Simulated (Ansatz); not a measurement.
**SiN₂H₆: small, medium and large basis sets**

The task here is to estimate one member of a computed series from the others.

Program: Ansatz 0.2.0, Gaussian basis. Level of theory: one geometry, several basis sets. These are calculated values, not measurements.

Levels to be run: PBE0-D4/def2-SVP; ωB97M-V/def2-SVP; PBE0-D4/def2-QZVPP; ωB97M-V/def2-QZVPP; the functionals' def2-TZVPP values are taken from earlier runs.

1 further run of the same task is left out (it didn't finish).

## The relaxed structure

An earlier PBE0-D4 in a triple-zeta def2 set relaxation fixed the geometry.

SMILES `NN[SiH3]`, 9 atoms, charge 0, spin multiplicity 1.

Atoms are counted from 1 here; the program's logs count them from 0.

Bond lengths: N1–N2 1.407 Å, N1–H4 1.014 Å, N1–H5 1.013 Å, N2–Si3 1.714 Å, N2–H6 1.005 Å, Si3–H7 1.494 Å, Si3–H8 1.491 Å, Si3–H9 1.486 Å. Angles: N2–N1–H4 110.8°, N2–N1–H5 110.1°, H4–N1–H5 108.5°, N1–N2–Si3 123.5°, N1–N2–H6 112.1°, Si3–N2–H6 123.5°, N2–Si3–H7 112.3°, N2–Si3–H8 110.9°, N2–Si3–H9 107.1°, H7–Si3–H8 106.4°, H7–Si3–H9 109.8°, H8–Si3–H9 110.4°.

Set-up of the first run:

File in.yaml:

```yaml
crystal:
  periodic: [false, false, false]
  atoms:
    - {symbol: N, position_ang: [-0.558798, 0.925039, -1.203119]}
    - {symbol: N, position_ang: [-0.285456, 0.708205, 0.159691]}
    - {symbol: Si, position_ang: [0.408446, -0.736644, 0.767485]}
    - {symbol: H, position_ang: [0.267926, 0.761311, -1.767474]}
    - {symbol: H, position_ang: [-1.290546, 0.297563, -1.515551]}
    - {symbol: H, position_ang: [-0.377522, 1.549257, 0.701780]}
    - {symbol: H, position_ang: [1.729201, -1.040038, 0.139617]}
    - {symbol: H, position_ang: [-0.469783, -1.907347, 0.484548]}
    - {symbol: H, position_ang: [0.576533, -0.557346, 2.233034]}
basis:
  gaussian: {orbitals: def2-SVP}
hamiltonian: {xc: pbe0, dispersion: d4}
output: {orbitals: {seedname: orbitals}}
```

Steps of the session up to this table: PBE0-D4 in def2-SVP; ωB97M-V in def2-SVP; PBE0-D4 in def2-QZVPP; ωB97M-V in def2-QZVPP.

One of the session's tables, all rows but one given; the rest of the session is left out.

It belongs to the step «Density functionals: the series». 

```
functional       basis  HOMO (eV)  LUMO (eV)
   PBE0-D4    def2-SVP      -6.83       0.97
   PBE0-D4  def2-TZVPP      -7.02       0.38
   PBE0-D4  def2-QZVPP          ?          ?
   ωB97M-V    def2-SVP      -9.17       2.79
   ωB97M-V  def2-TZVPP      -9.38       1.95
   ωB97M-V  def2-QZVPP      -9.42       1.59
```

**Question.** Estimate the row for PBE0-D4, def2-QZVPP.

**Answer.** HOMO (eV): -7.06; LUMO (eV): 0.18. In the column «HOMO (eV)» it lies between ωB97M-V, def2-SVP (-9.17) and PBE0-D4, def2-TZVPP (-7.02).
